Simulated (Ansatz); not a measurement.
Process, species as SMILES: C=C=O + 4 [H][H] (H2) → 2 C (CH4) + O (H2O)
B3LYP-D3(BJ)/def2-TZVP geometries, fixed; electronic energies without zero-point terms.

Basis-set convergence of the energy of full hydrogenation at PBE with Ansatz (a first-principles code). All functions are spherical. The program fits the integrals of some runs and decomposes those of others, by size. No added dispersion term, no relativity. Functions are those of the species that has most. Reference: the value in aug-pcseg-3, -97.78 kcal/mol, itself unsure by roughly 0.17 kcal/mol (its mean distance from aug-cc-pVQZ, cc-pV5Z, def2-QZVPPD). Deviations are taken from unrounded values.

```csv
basis,functions,energy of full hydrogenation (kcal/mol),minus reference (kcal/mol)
cc-pVDZ,52,-90.91,6.87
aug-cc-pVDZ,87,-103.85,-6.07
cc-pVTZ,118,-94.82,2.96
jun-cc-pV(T+d)Z,145,-98.16,-0.38
aug-cc-pVTZ,184,-98.12,-0.34
cc-pVQZ,225,-96.22,1.55
aug-cc-pVQZ,332,-97.88,-0.10
cc-pV5Z,383,-97.39,0.39
```

The smallest set listed that lies within 2 kcal/mol of the reference with all its larger relatives (same family, alike in diffuse functions; a set with none counts only in the reference's own line) is jun-cc-pV(T+d)Z (145 functions, -0.38 kcal/mol off).
